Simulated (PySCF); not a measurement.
# C2H4S (Ethenethiol): the cost of one run

Programs: PySCF 2.14.0, with density-fitted response routines of our own. Each step states its level of theory. These are calculated values for one molecule, in the gas phase or a continuum, unless marked as measured. Atoms count from 0, in the outputs and in this text.

**1. The starting structure**

7 atoms, charge 0, multiplicity 1; geometry from: GFN2-xTB. The atoms were then displaced at random by about 0.01 Å, so the start is not that level's minimum.

Bonds of the start (Å): C0–C1 1.29, C1–S2 1.74, C0–H3 1.11, C0–H4 1.10, C1–H5 1.07, S2–H6 1.34.

**2. Geometry optimisation at PBE0-D3(BJ)/def2-SVP**

What the job is given:

```
{"job": {"xc": "PBE0", "basis": "def2-SVP", "d3": "d3bj", "grid": 1, "shake": 0.01, "kind": "geom"}, "charge": 0, "multiplicity": 1}
C     -0.815970     0.356500     0.059830
C      0.002380    -0.638510     0.075690
S      1.723980    -0.519220     0.278820
H     -0.476920     1.404560     0.167440
H     -1.893930     0.214470    -0.090720
H     -0.307470    -1.655420    -0.037350
H      1.801870     0.808540     0.395960
```

Launch:

```
OMP_NUM_THREADS=1 python probes_run.py task.json out
```

One launch serves the whole session: the jobs run in the order shown.

**Question.** How long does this first job take on 1 thread of Arm Neoverse N1, shared host, and how much memory does it need?

About 10 s, with a peak of 0.3 GiB.
